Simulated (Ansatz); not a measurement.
Redistribution: CH2ClF + C4H10O → CH3FO + C4H9Cl

Species: CH2ClF (chlorofluoromethane) `FCCl`, singlet; C4H10O (2-methyl-1-propanol) `CC(C)CO`, singlet; CH3FO `OCF`, singlet; C4H9Cl (1-chloro-2-methylpropane) `CC(C)CCl`, singlet. The partners trade Cl for OH; both sit on C, so the bond types are kept.

Shapes, held fixed at every level: PBE0-D4/def2-TZVP. Flexible molecules stand in one conformer, not always the lowest. Programs: Ansatz 0.2.0. Electronic energies: no zero-point or thermal term.

(1) Estimate ΔE of this reaction.

Answers

(1) The highest level, CCSD(T)/CBS estimate, gives ΔE = -40.9 kJ/mol; the levels span -44.0 to -37.8. The column of differences is taken from that level and isn't an error. No measured value is set beside it here. The CBS estimate extrapolates MP2 from def2-TZVPP and def2-QZVPP and adds CCSD(T) − MP2 in the triple-zeta set, cores frozen.

| level | kind | ΔE (kJ/mol) | less CCSD(T)/CBS estimate |
| --- | --- | --- | --- |
| HF/def2-TZVPP | Hartree–Fock | -42.6 | -1.7 |
| PBE-D4/def2-TZVPP | GGA | -37.8 | +3.1 |
| r2SCAN-D4/def2-TZVPP | meta-GGA | -39.1 | +1.8 |
| B3LYP-D4/def2-TZVPP | global hybrid | -39.6 | +1.3 |
| PBE0-D4/def2-TZVPP | global hybrid | -39.9 | +1.0 |
| MP2/def2-TZVPP | perturbation theory | -44.0 | -3.1 |
| CCSD/def2-TZVPP | coupled cluster or CI | -40.8 | +0.1 |
| CCSD(T)/CBS estimate | coupled cluster or CI | -40.9 | 0.0 |
